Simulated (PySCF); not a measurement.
C₅H₁₀O.
Geometry (PBE0-D3(BJ)/def2-TZVP, Å), atoms numbered from 1 in this order:
```xyz
16
C5H10O angstrom
C     -0.3499    0.5879    1.0392
C     -1.3521   -0.1618    0.1718
C     -0.6424   -1.2220   -0.6497
O      0.3939   -0.6761   -1.4337
C      1.3778   -0.0521   -0.6405
C      0.8052    1.0874    0.1821
H      0.0384   -0.0902    1.8093
H     -0.8323    1.4169    1.5637
H     -2.1282   -0.6320    0.7833
H     -1.8512    0.5366   -0.5084
H     -0.2299   -1.9956    0.0197
H     -1.3278   -1.7116   -1.3445
H      1.8397   -0.7974    0.0287
H      2.1477    0.3019   -1.3289
H      1.5943    1.5256    0.8008
H      0.4518    1.8698   -0.4982
```

Theory: PySCF 2.14.0, PBE0-D3(BJ)/def2-TZVP geometry optimisation, gas phase.

Masses are those of the commonest isotopes; rigid-rotor values at the optimised geometry. The values belong to one conformer with, in the numbering `[CH2:1]1[CH2:2][CH2:3][O:4][CH2:5][CH2:6]1`, C6–C1–C2–C3 52°, C1–C2–C3–O4 -56°, C2–C3–O4–C5 60°, C3–O4–C5–C6 -60°.

Question: What are A, B and C (MHz)?

Answer: Ia = 106.76, Ib = 111.14, Ic = 192.18 u·Å²; 505379 MHz·u·Å²/I gives A = 4734, B = 4547, C = 2630 MHz.

Question: Classify the top.

Answer: An asymmetric top; Ray's κ = 0.822.

Question: Is it planar, by Δ = Ic − Ia − Ib?

Answer: Not planar: Δ = Ic − Ia − Ib = -25.72 u·Å². For a rigid frame Δ = −2 Σ m c², so Σ m c² = 12.86 u·Å² lies off the ab plane: 8.91 from hydrogen and 3.95 from heavier atoms. The atom farthest from that plane is 1.33 Å away.

Question: Give the other two planar moments, Paa and Pbb, and the rms extents of the mass along the axes.

Answer: Paa = Σ m a² = (Ib + Ic − Ia)/2 = 98.28 and Pbb = Σ m b² = (Ia + Ic − Ib)/2 = 93.90 u·Å². With the mass M = 86.07 u, the rms extents √(P/M) along a, b and c are 1.07, 1.04, 0.39 Å.

Question: Which lines would a microwave search look for?

Answer: The dipole components are |μa| = 1.30 D, |μb| = 0.00 D, |μc| = 0.59 D; the mirror of this Cs structure is the ac plane, so μb vanishes by symmetry and there are no b-type lines. Intensities carry the squares of the components, which stand as 1.00 : 0.21 (a : c). Some lines, for components of 0.1 D or more:

```csv
type,branch,"J(Ka,Kc)",MHz,lower level (cm⁻¹)
c,Q,"3(3,1) ← 3(2,1)",1120,1.772
a,Q,"3(3,0) ← 3(3,1)",1507,1.809
a,Q,"2(2,0) ← 2(2,1)",1744,0.871
c,Q,"4(4,1) ← 4(3,1)",1864,2.999
a,Q,"4(3,1) ← 4(3,2)",5124,2.828
a,Q,"3(2,1) ← 3(2,2)",5480,1.589
a,Q,"2(1,1) ← 2(1,2)",5752,0.660
a,R,"1(0,1) ← 0(0,0)",7177,0.000
c,R,"1(1,0) ← 0(0,0)",9281,0.000
a,Q,"3(1,2) ← 3(1,3)",9997,1.254
a,R,"2(1,2) ← 1(1,1)",12436,0.246
a,R,"2(1,1) ← 1(1,0)",16271,0.310
a,R,"3(1,3) ← 2(1,2)",17782,0.660
c,R,"2(2,1) ← 1(1,1)",18749,0.246
a,R,"3(2,2) ← 2(2,1)",21531,0.871
a,R,"3(2,1) ← 2(2,0)",25267,0.929
a,R,"4(1,3) ← 3(1,2)",27099,1.587
c,R,"3(2,1) ← 2(1,1)",27571,0.852
c,R,"3(1,2) ← 2(0,2)",27792,0.660
c,R,"3(3,0) ← 2(2,0)",27895,0.929
a,R,"4(3,2) ← 3(3,1)",30534,1.809
a,R,"4(3,1) ← 3(3,0)",34151,1.860
c,R,"4(3,1) ← 3(2,1)",36778,1.772
c,R,"4(2,2) ← 3(1,2)",37008,1.587
c,R,"4(2,3) ← 3(1,3)",37100,1.254
c,R,"4(4,1) ← 3(3,1)",37522,1.809
```

Question: Estimate the classical rotational partition function at 10 K, 50 K and 298.15 K.

Answer: Point group Cs, symmetry number σ = 1; q = (√π/σ)·√((kT/h)³/(ABC)), k/h = 20836.6 MHz/K: 709 at 10 K, 7920 at 50 K, 115000 at 298.15 K.

Whether it is a minimum is left open (no frequencies). These are rigid-rotor constants of the computed structure; measured ground-state constants (B0) also hold zero-point vibration.

On one thread, Arm Neoverse V1 (aarch64), no GPU (shared host), this took 3.5 min and 1.2 GiB of memory at its peak. These figures are those of the optimisation.
